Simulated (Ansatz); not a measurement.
Rock-salt HfC, relaxed in Ansatz (plane waves) with several semilocal functionals. Each gives its own volume and its own elastic constant C11:

```json
[
 {"level": "LDA", "V0 (Å³/atom)": "11.951", "elastic constant C11 (GPa)": "567.1", "ln V0": "2.4808", "ln C11": "6.3405"},
 {"level": "PBEsol", "V0 (Å³/atom)": "12.221", "elastic constant C11 (GPa)": "537.5", "ln V0": "2.5032", "ln C11": "6.2869"},
 {"level": "PBE", "V0 (Å³/atom)": "12.577", "elastic constant C11 (GPa)": "497.5", "ln V0": "2.5319", "ln C11": "6.2096"}
]
```

### Question
Fit a straight line to ln C11 against ln V0. What does it predict for r²SCAN, whose volume is 12.492 Å³/atom?

### Answer
With x = ln V0 and y = ln C11: means 2.50530 and 6.27900; Σ(Δx Δy) = -0.003369, Σ(Δx²) = 0.001312, so the slope is -2.57. At x = 2.5251 the line gives y = 6.27900 + (-2.57) × (2.5251 − 2.50530) = 6.2281, or 506.8 GPa. The run with r²SCAN gives 517.8 GPa, +2.2 % from the line. The rows used scatter about it by up to 0.3 %, while the largest value lies 14 % above the smallest.

Measured: 500 GPa (measured, temperature not stated, no zero-point or thermal correction; as tabulated in Wu et al. (2005), arXiv:cond-mat/0412374).

Ansatz's density-functional and Hartree–Fock values are scalar-relativistic unless marked +SOC, with PAW data made under PBE.

Ansatz is a program for electronic structure.
